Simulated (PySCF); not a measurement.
CH₃O, SMILES C=[OH+], charge +1.

Coordinates come from a PBE-D3(BJ)/def2-TZVP optimisation. The isomer is the one that the SMILES or the coordinates give; other isomers of the formula were not compared.

Calculation: TDA-LC-ωPBE/def2-TZVPD (PySCF).

Vertical excitations.  State labels are in the subgroup Cs.

```csv
state,symmetry,energy (eV),λ (nm),f,main pairs
S1,A",6.08,204,0.000,HOMO→LUMO 99 %
S2,A",9.76,127,0.001,HOMO−2→LUMO 99 %
S3,A',10.77,115,0.279,HOMO−1→LUMO 83 %
S4,A',11.46,108,0.003,HOMO→LUMO+1 84 %
S5,A",11.97,104,0.024,HOMO−3→LUMO 96 %
S6,A",13.13,94,0.031,HOMO−1→LUMO+1 91 %
S7,A',13.37,93,0.174,HOMO→LUMO+2 90 %
S8,A',13.97,89,0.128,HOMO→LUMO+3 80 %
S9,A",14.65,85,0.004,HOMO→LUMO+4 94 %
S10,A',14.97,83,0.070,"HOMO→LUMO+5 56 %, HOMO−2→LUMO+1 18 %"
T1,A",5.19,239,0,HOMO→LUMO 98 %
T2,A',6.45,192,0,HOMO−1→LUMO 98 %
T3,A",8.68,143,0,HOMO−2→LUMO 97 %
T4,A",10.58,117,0,HOMO−3→LUMO 96 %
```
Triplets are in the Tamm–Dancoff approximation.
